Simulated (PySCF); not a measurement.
# Reproducing measurements on F2O2S

**Experimental background.**

NIST CCCBDB Release 22 (SRD 101), experimental dipoles lists, for the gas: dipole moment (microwave Stark effect) 1.12 D.

The results are set against them at the end.

F2O2S.
Numbering: `[O:1]=[S:2](=[O:3])([F:4])[F:5]`

Cartesian coordinates in Å at the PBE0-D3(BJ)/def2-SVP level; atoms count from 1:
```xyz
5
F2O2S angstrom
O      0.8887   -0.6280   -1.0601
S      0.1494   -0.0852    0.0292
O      0.5196   -0.1509    1.4028
F     -1.3381   -0.5878   -0.1014
F     -0.1886    1.4161   -0.3094
```

Runs made with PySCF (gas phase, on this PBE0-D3(BJ)/def2-SVP geometry; no spin–orbit coupling):

```
                             level                                                           job  basis functions  wall time
PBE0-D3(BJ)/def2-SVP, grid level 1  geometry optimisation from a GFN2-xTB start shaken at random               74       11 s
                     PBE0/IGLO-III                       shieldings, charges and field gradients              184      9.1 s
                  PBE0/aug-cc-pVDZ                       shieldings, charges and field gradients              119      5.5 s
                      PBE0/cc-pVDZ                       shieldings, charges and field gradients               74      3.3 s
                      PBE0/cc-pVTZ                       shieldings, charges and field gradients              154      7.7 s
                     PBE0/pcSseg-0                       shieldings, charges and field gradients               49      2.2 s
```

Hardware: Arm Neoverse V1, one thread, on a shared host.

## Comparison

**Dipole moment.** Measured: 1.12 D (NIST CCCBDB Release 22 (SRD 101), experimental dipoles).

| level | computed (D) | computed − measured (D) | % (from the printed values) |
| --- | --- | --- | --- |
| PBE0-D3(BJ)/def2-SVP | 0.78 | -0.34 | -30 |
| PBE0/IGLO-III | 0.86 | -0.26 | -23 |
| PBE0/aug-cc-pVDZ | 0.82 | -0.30 | -27 |
| PBE0/cc-pVDZ | 0.71 | -0.41 | -37 |
| PBE0/cc-pVTZ | 0.88 | -0.24 | -21 |
| PBE0/pcSseg-0 | 0.64 | -0.48 | -43 |

Closest is PBE0/cc-pVTZ (-0.24 D), furthest PBE0/pcSseg-0 (-0.48 D); one molecule doesn't rank methods. All 6 levels lie below the measurement. The computed dipoles belong to one fixed geometry; measured ones are averaged over vibrations unless marked μe. Magnitudes are compared, not signs.

No measured geometry was used, and the causes of the misses weren't examined.
